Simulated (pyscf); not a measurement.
Optimised with ωB97X-D3(BJ)/def2-SVP in PySCF. MP2 and CC: frozen core, UHF for open shells. ΔMP2 is the change of the MP2 total energy from the triple- to the quadruple-zeta basis.

Question: For the elementary gas-phase step O=SiH–OH + hydrogen fluoride (HF) → O=SiH–F + water (H₂O) (singlet surface; O–Si, F–H broken, F–Si, H–O formed), what barrier and reaction energy does CCSD(T)/def2-TZVPP + ΔMP2(QZVPP) give, measured from the separated reactants?

Answer: ΔE‡ = 1.4 kJ/mol, ΔE = -14.9 kJ/mol. Zero-point energy shifts the barrier by +4.7 kJ/mol. It is a four-centre exchange, with an imaginary mode of 613i cm⁻¹. On the reactant side the descent ends in an adduct with a F–Si contact, 24.1 kJ/mol under the separated species and 15.1 kJ/mol under the saddle at ωB97X-D3(BJ)/def2-TZVP. On the product side the descent ends in an adduct with a O–Si contact, 109.0 kJ/mol under the separated species and 113.1 kJ/mol under the saddle at ωB97X-D3(BJ)/def2-TZVP. What is counted as formed (F–Si) is already present as a longer contact in the reactant adduct; forming that adduct is a step of its own. What is counted as broken (O–Si) persists as a longer contact in the product adduct; parting that adduct is a step of its own. At ωB97X-D3(BJ) the barrier from the zero used here is -9.0 kJ/mol. O=SiH–OH lies 41.2 kJ/mol over its isomer HO–Si:–OH [singlet] (electronic energy, ωB97M-D3(BJ)). O=SiH–F lies 66.3 kJ/mol over its isomer HO–Si:–F [singlet] (electronic energy, ωB97M-D3(BJ)). One saddle was located; it need not be the lowest between these sides. The CCSD(T) − MP2 part came from Ansatz, without density fitting, on the same reference.
